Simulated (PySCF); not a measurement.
Towards the basis-set limit for LiB

State: ³Π, triplet, unpaired electrons σ ↑, π ↑. De refers to Li + B. ROHF-based CCSD(T) in PySCF 2.14 with Li cc-pVTZ, B cc-pVTZ and Li cc-pVQZ, B cc-pVQZ (frozen core orbitals: 2; no relativity). Correlation energies are extrapolated as n⁻³ (n = 3, 4), Hartree–Fock as (n+1)·exp(−9√n). CV is the change on freezing 0 orbitals instead, in Li cc-pCVTZ, B cc-pwCVTZ. SR is the spin-free X2C energy in Li cc-pVTZ-DK, B cc-pVTZ-DK less the non-relativistic one in Li cc-pVTZ, B cc-pVTZ.

```tsv
Level	Re (Å)	ωe (cm⁻¹)	ωexe (cm⁻¹)	αe (cm⁻¹)	De (eV)
CCSD(T)/TZ	2.1483	539.5	5.61	0.0129	1.173
CCSD(T)/QZ	2.1452	541.0	5.54	0.0128	1.211
HF/CBS	2.1289	580.0	5.18	0.0114	0.806
MP2/CBS	2.1416	550.0	5.61	0.0126	1.238
CCSD/CBS	2.1391	548.3	5.51	0.0126	1.181
CCSD(T)/CBS	2.1439	542.2	5.51	0.0127	1.232
CCSD(T)/CBS+CV	2.1306	548.8	5.54	0.0128	1.250
CCSD(T)/CBS+CV+SR	2.1299	549.0	5.50	0.0128	1.249
```

Q: How much is left between CCSD(T)/QZ and the basis-set limit, and how much do the triples give at the limit?

A: CCSD(T)/CBS less CCSD(T)/QZ: -1.3 mÅ in Re, +1.2 cm⁻¹ in ωe and +0.021 eV in De. CCSD(T)/CBS less CCSD/CBS: +4.8 mÅ in Re, -6.1 cm⁻¹ in ωe and +0.051 eV in De.

Q: What do the later terms add?

A: CV: -13.3 mÅ in Re, +6.6 cm⁻¹ in ωe and +0.018 eV in De; SR: -0.7 mÅ in Re, +0.2 cm⁻¹ in ωe and -0.001 eV in De, each against the row above.

The T1 diagnostic is 0.034. The state was picked by a PBE0 search and need not be the measured ground state. Spin–orbit coupling, excitations beyond (T) and corrections to the Born–Oppenheimer picture are left out.

The whole job (state search and all basis sets along the bond) took about 19 min on 4 threads of Arm Neoverse V2 (shared host), peak memory 7.6 GiB.
